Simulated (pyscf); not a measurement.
**Routes from H₂C=CH–CH=NH**

Candidate steps break at most two bonds and form at most two. Each was searched with GFN2-xTB (tblite) first. Structures and frequencies: ωB97X-D3(BJ)/def2-SVP in PySCF. Energies: ωB97M-D3(BJ)/def2-TZVP, kJ/mol, from the reactant's lowest minimum found, singlet surface; ΔG‡ with ideal gas, 1 atm, RRHO with modes under 100 cm⁻¹ raised to 100, one conformer, R ln 2 for chiral ones without a mode under 150 cm⁻¹.

```csv
products,type,ΔE‡,ΔE,ΔG‡ 298 K,ΔG‡ 900 K,ν‡ (cm⁻¹)
HC≡N + H₂C=CH₂,elimination,391.7,+57.0,371.7,370.9,1189i
H₂C=CH–C≡N + H₂,elimination,419.8,+77.9,391.4,387.7,2419i
H₂C=NH + HC≡CH,elimination,479.4,+194.5,457.7,454.1,1210i
```

Row 3: On the product side the descent ends in a complex (not fully relaxed), 17.5 kJ/mol under the separated species and 301.0 kJ/mol under the saddle at ωB97X-D3(BJ)/def2-TZVP. 

Plain bond fissions and candidates not yet searched are not listed, and one of them may be faster. Each barrier is that of the saddle found; lower ones may exist. 2 of the closed-shell references are unstable towards spin polarisation; treat their single-reference values with care.
